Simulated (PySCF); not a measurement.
Homolysis of single bonds, series vinyl-X. Isolated molecules, 0 K electronic values unless said otherwise. One relaxed conformer stands for each flexible species; it need not be the lowest. Strings in code marks are SMILES.

The four lowest singlet excitations (Tamm–Dancoff). Level of theory: PySCF 2.14.0 with PBE-D3(BJ)/def2-TZVP // CAM-B3LYP-D3(BJ)/def2-TZVP. Excitations are Tamm–Dancoff values on a coarser integration grid. The basis has no diffuse functions, so Rydberg states are missing or too high.

```json
[
 {"state": "S1", "energy (eV)": "5.03", "wavelength (nm)": "247", "oscillator strength": "0.000"},
 {"state": "S2", "energy (eV)": "5.76", "wavelength (nm)": "215", "oscillator strength": "0.261"},
 {"state": "S3", "energy (eV)": "6.19", "wavelength (nm)": "200", "oscillator strength": "0.000"},
 {"state": "S4", "energy (eV)": "7.43", "wavelength (nm)": "167", "oscillator strength": "0.037"}
]
```

Task: Which member gives these states?
(A) `C#CC=C`
(B) `C=C[SiH3]`
(C) `C=CC=C` (C–C–C–C torsion 180°)
(D) `C=CN(C)C` (C–C–N–C torsion 6°)

Result: A, `C#CC=C`
